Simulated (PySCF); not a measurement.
Gas-phase reaction: BH₂ + 5 Cl ⇌ BCl₃ + 2 HCl

Energies from PySCF (xtb for GFN2), thermal terms from the rigid-rotor harmonic-oscillator model, ideal gas at 1 bar. Table values come from the NASA 1993 polynomials. After a fit of one offset per element over all species, the range-separated, M06-2X, PBE0/def2-QZVP and CCSD(T)/def2-TZVPP enthalpies, where run, lie to one side of the table for BH₂ (+121 kJ/mol): a fault of the table's entry, another state or a shared error of the levels is possible; this was not checked at source. S°(298 K) at PBE0/def2-TZVP differs from the NASA 1993 table for BH₂ (+14 J/mol/K); whether the harmonic model or the table's entry is off was not settled. † marks an energy on the PBE0/def2-TZVP geometry and frequencies; other levels use their own. MP2 and CCSD(T) freeze the core. 6-31G* has spherical d functions here. Open shells (unrestricted): BH₂ (multiplicity 2), Cl (multiplicity 2, electronic degeneracy 6); the rest are closed-shell singlets. GFN2 has no spin-polarisation term. Spin-orbit splitting is ignored; it lowers the true energy and changes the entropy of Cl. B3LYP is the form with VWN-RPA correlation. For this reaction the table lies outside the span of B3LYP, CCSD(T), M06-2X, MP2, PBE0, r2SCAN, ωB97M-V, ωB97X-V in their largest bases here; which side is off was not settled. MP2 isn't extrapolated to the basis-set limit; its ΔH°(298 K) is -1482.1 kJ in def2-SVP and -1565.1 kJ in def2-TZVPP. CCSD(T) isn't extrapolated to the basis-set limit; its ΔH°(298 K) is -1423.4 kJ in def2-SVP and -1478.8 kJ in def2-TZVPP. The harmonic model lacks anharmonicity and excited electronic states, which grow with temperature; levels with a mode under 35 cm⁻¹ are left out. The table's entry may be an old estimate for BH₂ (not checked at source).

```json
[
 {"level": "table", "ΔH°(298 K), kJ": "-1394.9", "minus table": "-", "ΔG°(1800 K), kJ": "-742.5"},
 {"level": "B3LYP/def2-TZVP†", "ΔH°(298 K), kJ": "-1449.3", "minus table": "-54.4", "ΔG°(1800 K), kJ": "-760.4"},
 {"level": "BLYP/def2-TZVP†", "ΔH°(298 K), kJ": "-1449.1", "minus table": "-54.2", "ΔG°(1800 K), kJ": "-760.2"},
 {"level": "CCSD(T)/def2-TZVPP†", "ΔH°(298 K), kJ": "-1478.8", "minus table": "-83.9", "ΔG°(1800 K), kJ": "-789.9"},
 {"level": "GFN2-xTB", "ΔH°(298 K), kJ": "-1396.5", "minus table": "-1.6", "ΔG°(1800 K), kJ": "-723.2"},
 {"level": "HF/6-31G*", "ΔH°(298 K), kJ": "-997.8", "minus table": "397.1", "ΔG°(1800 K), kJ": "-304.9"},
 {"level": "MP2/def2-SVP†", "ΔH°(298 K), kJ": "-1482.1", "minus table": "-87.2", "ΔG°(1800 K), kJ": "-793.3"},
 {"level": "MP2/def2-TZVPP†", "ΔH°(298 K), kJ": "-1565.1", "minus table": "-170.2", "ΔG°(1800 K), kJ": "-876.3"},
 {"level": "PBE0/def2-QZVP†", "ΔH°(298 K), kJ": "-1526.2", "minus table": "-131.3", "ΔG°(1800 K), kJ": "-837.3"},
 {"level": "PBE0/def2-SVP†", "ΔH°(298 K), kJ": "-1531.7", "minus table": "-136.8", "ΔG°(1800 K), kJ": "-842.8"},
 {"level": "ωB97X-V/def2-TZVP†", "ΔH°(298 K), kJ": "-1520.7", "minus table": "-125.8", "ΔG°(1800 K), kJ": "-831.9"}
]
```
